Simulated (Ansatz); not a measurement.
# C5H9N: the cost of one run

Program: Ansatz 0.2.0 through its Python package. Level of theory: PBE0/6-31G*. These are calculated values, not measurements.

### Step 1. The structure

Bond lengths: C1–C2 1.520 Å, C2–C3 1.529 Å, C3–C4 1.528 Å, C4–C5 1.469 Å, C5–N6 1.160 Å, C1–H7 1.095 Å, C1–H8 1.094 Å, C1–H9 1.095 Å, C2–H10 1.096 Å, C2–H11 1.096 Å, C3–H12 1.098 Å, C3–H13 1.098 Å, C4–H14 1.096 Å, C4–H15 1.096 Å. Angles (14 of 25 angles, heavy atoms first): C1–C2–C3 111.5°, C2–C3–C4 111.4°, C3–C4–C5 111.1°, C4–C5–N6 179.9°, C1–C2–H10 109.1°, C1–C2–H11 109.1°, C3–C2–H10 109.9°, C3–C2–H11 109.9°, C2–C1–H7 111.0°, C2–C1–H8 110.3°, C2–C1–H9 111.0°, C2–C3–H12 109.6°, C2–C3–H13 109.6°, C4–C3–H12 109.8°.

The script holds or builds the structure itself.

### Step 2. The code

The input, opt_c5h9n.py:

```python
'''Minimum-energy structure of C5H9N.'''

import argparse
import itertools

import ansatz as az
from ase import Atoms
from ase.data import atomic_numbers, covalent_radii
import numpy as np

parser = argparse.ArgumentParser(description='Minimum-energy structure of C5H9N.')
parser.add_argument('--basis', default='6-31G*', help='basis')
parser.add_argument('--functional', default='PBE0', help='exchange-correlation functional')
args = parser.parse_args()

atoms = Atoms(['C', 'C', 'C', 'C', 'C', 'N', 'H', 'H', 'H', 'H', 'H', 'H', 'H', 'H', 'H'], positions=[
    (-2.1711, 0.3656, 0.0815),
    (-0.9127, -0.3424, -0.3945),
    (0.3408, 0.248, 0.2512),
    (1.6037, -0.4661, -0.2297),
    (2.8041, 0.1058, 0.3944),
    (3.7535, 0.5564, 0.8864),
    (-2.1421, 1.4302, -0.172),
    (-3.0549, -0.0725, -0.3926),
    (-2.2866, 0.2734, 1.1662),
    (-0.8442, -0.2589, -1.4854),
    (-0.9879, -1.4094, -0.1545),
    (0.2637, 0.1704, 1.3434),
    (0.4071, 1.3181, 0.0157),
    (1.6851, -0.3847, -1.3197),
    (1.5415, -1.5339, 0.0098),
])
mol = az.Crystal.molecule_from_ase(atoms)

calc = (
    mol.calculation()
    .basis(gaussian=args.basis)
    .functional(args.functional)
)
symbols = [site.symbol for site in mol.cartesian_sites]
start = np.array([site.position_ang for site in mol.cartesian_sites], dtype=float)
def progress(event):
    if event['event'] == 'relax_step':
        row = event['data']
        print(f'step {row["step"]:3d}  E = {row["lagrangian_ev"]:.6f} eV  largest force component {row["allowed_force_max_ev_ang"]:.4f} eV/A')


summary = calc.relax(force_tolerance=0.01).session().plan().execute(on_event=progress).report
end = np.array(summary['positions_ang'])

print(f'E = {summary["free_energy_ev"]:.6f} eV = {summary["free_energy_ev"] / 27.211386246:.7f} Ha')
print('converged:', summary['converged'], ' doubts:', summary['published_state_doubts'] or 'none')

# pairs closer than 1.2 times the sum of covalent radii, before or after
radius = [covalent_radii[atomic_numbers[s]] for s in symbols]
span = lambda where, i, j: np.linalg.norm(where[i] - where[j])
bonded = [(i, j) for i, j in itertools.combinations(range(len(symbols)), 2) if min(span(start, i, j), span(end, i, j)) < 1.2 * (radius[i] + radius[j])]
print('pair        before    after (A)')
for i, j in bonded:
    print(f'{symbols[i]}{i}-{symbols[j]}{j}'.ljust(10), f'{span(start, i, j):8.4f} {span(end, i, j):8.4f}')
with open('c5h9n_opt.xyz', 'w') as handle:
    handle.write(f'{len(symbols)}\nrelaxed C5H9N\n')
    handle.writelines(f'{s:2s} {x:11.6f} {y:11.6f} {z:11.6f}\n' for s, (x, y, z) in zip(symbols, end))
```

### Step 3. Running it

The run is started by

```console
$ python opt_c5h9n.py
```

What time and memory should one allow on 1 thread of Arm Neoverse V2, shared host?

About 35 s, with a peak of 0.32 GiB.
